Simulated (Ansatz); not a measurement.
in.yaml

```yaml
crystal:
  periodic: [false, false, false]
  atoms:
    - {symbol: Si, position_ang: [0.003444, 0.034962, 0.534378]}
    - {symbol: C, position_ang: [0.002611, -0.143165, -1.337462]}
    - {symbol: H, position_ang: [0.050575, 1.395907, 1.181441]}
    - {symbol: H, position_ang: [1.163141, -0.750412, 0.911054]}
    - {symbol: H, position_ang: [-1.309929, -0.734233, 0.859565]}
    - {symbol: H, position_ang: [-0.030876, 0.820507, -1.904807]}
basis:
  gaussian: {orbitals: cc-pVDZ}
magnetization: {spin_polarized: true, initial_magnetization: 0}
correlation: {method: ccsd_t, electrons: outside_noble_gas}
```

```sh
$ ansatz run in.yaml --threads 1 --pin off --events-out ev --progress --plain --max-ram 2393MiB
```

Log:

```
488 factors; integrals over basis functions are off by at most 9.5e-4 eV
mean field evaluation 1: about -8950.6048 eV, gradient 9.4e0 eV
mean field evaluation 2: about -8950.6401 eV, gradient 9.4e0 eV
mean field evaluation 4: about -8951.7384 eV, gradient 1.0e0 eV
mean field evaluation 8: about -8951.7522 eV, gradient 2.2e-3 eV
mean field evaluation 16: about -8952.3840 eV, gradient 3.1e-5 eV
mean field evaluation 32: about -8951.7522 eV, gradient 1.6e-3 eV
mean field evaluation 64: about -8948.7934 eV, gradient 9.6e0 eV
mean field evaluation 96: about -8951.9829 eV, gradient 1.4e-1 eV
mean field evaluation 128: about -8952.3830 eV, gradient 1.4e-1 eV
mean field evaluation 160: about -8951.9827 eV, gradient 5.0e-4 eV
mean field evaluation 192: about -8951.9829 eV, gradient 2.8e-2 eV
mean field evaluation 224: about -8951.9754 eV, gradient 5.6e-1 eV
mean field evaluation 256: about -8951.7522 eV, gradient 9.4e-6 eV
mean field -8952.38401444 eV, -328.9940443868 hartree, gradient 2.6e-6 eV, S^2 0.824715; 7 other end points of the search recorded, 0 dependent functions left out
determinant -8952.38401444 eV, -328.9940443868 hartree, with singles and doubles -8958.93272400 eV, -329.2347050244 hartree
determinant -8951.98267573 eV, -328.9792954614 hartree, with singles and doubles -8958.65176672 eV, -329.2243800346 hartree
determinant -8952.38401444 eV, -328.9940443868 hartree, with singles and doubles -8958.94450742 eV, -329.2351380571 hartree
determinant -8951.98267573 eV, -328.9792954614 hartree, with singles and doubles -8958.69945761 eV, -329.2261326427 hartree
determinant -8951.75220953 eV, -328.9708259848 hartree, with singles and doubles -8958.73115991 eV, -329.2272976805 hartree
6 core orbitals not correlated: weight in the atoms' cores, before any rotation towards them, 1.000 or more for the frozen orbitals, at most 0.000 for the correlated occupied ones
reference -8952.38401444 eV, -328.9940443868 hartree; 6, 6 occupied and 40, 40 virtual orbitals, 488 factors
second order -5.29675164 eV of doubles, -0.00000000 eV of singles
cycle   1  -6.56049092 eV  change    2.1e-6 eV  update   3.5e-6
perturbative correction -0.18437942 eV, -0.0067758189 hartree
WARN: the results are in doubt because among natural orbitals the method converges to other amplitudes
Total energy: -8959.12888478 eV, -329.2419138001 hartree
In doubt: among natural orbitals the method converges to other amplitudes
```

For the same geometry and basis RCCSDT(Q) lies 154.1 meV higher.

Ran on 1 thread of Intel Xeon, shared host: 29 s wall, 0.18 GiB peak host memory.
